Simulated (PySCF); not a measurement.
**Telling isomers of C$_{6}$H$_{5}$F apart by NMR**

Theoretical values (PySCF 2.14): spin–spin couplings from B3LYP/pcJ-1 (spin–dipole term left out of most H,H and C,H couplings), structure optimised with GFN2-xTB, shieldings: GIAO PBE0/pcSseg-1. No solvent, single conformer, non-relativistic Hamiltonian, one averaged value for each set of equivalent atoms.

δ = σ(ref) − σ, references computed at the same level: 1H and 13C vs TMS. Multiplet labels drop J under 1 Hz and among equivalent protons, and merge close values. Unscaled 3J(H,H) run several per cent high. One-bond C–F couplings are unscaled and too large by tens of Hz. Shifts are as computed. Against solution values, carbons near 30 ppm lie about +3 ppm off and those near 130 ppm about +5 ppm. Of 1313 compounds with measured shifts, 239 miss one by over three times the rms of a fit or turn the order of signals round; such compounds aren't used in these exercises.

(1) Tabulate the signals of `C#C[C@@H]1C(=C)[C@H]1F`, `Fc1ccccc1` and their relative energies.

(2) What is the quickest way to tell C#C[C@@H]1C(=C)[C@H]1F from Fc1ccccc1?

Answers

(1) 
| SMILES | carbon types | δC | δH | E rel. (kcal/mol) |
| --- | --- | --- | --- | --- |
| C#C[C@@H]1C(=C)[C@H]1F | 2×C 3×CH 1×CH2 | 140.9, 119.3, 85.4, 76.0, 72.4, 16.6 | 6.44 (ddt, 1H), 6.26 (dtd, 1H), 4.96 (dq, 1H), 2.42 (m, 1H), 1.25 (d, 1H) | 97.3 |
| Fc1ccccc1 | 1×C 5×CH | 173.1, 135.7, 128.9, 121.4 | 7.66 (ddd, 2H), 7.39 (t, 1H), 7.37 (dd, 2H) | 0.0 |

Energies are electronic energies at PBE0/pcSseg-1 on these geometries, without zero-point or thermal terms, each for the one conformer computed, which needn't be the lowest.

(2) Count the carbon signals: 6 against 4. The first has a terminal =CH2 carbon at 119.3 ppm, the second an aromatic CH at 135.7 ppm. Their most deshielded carbons lie at 140.9 and 173.1 ppm. In the proton spectra the most deshielded non-exchanging signals are 6.44 (ddt, J = 4.2, 2.1, 1.5 Hz, 1H) and 7.66 (ddd, J = 9.5, 8.5, 5.1 Hz, 2H).
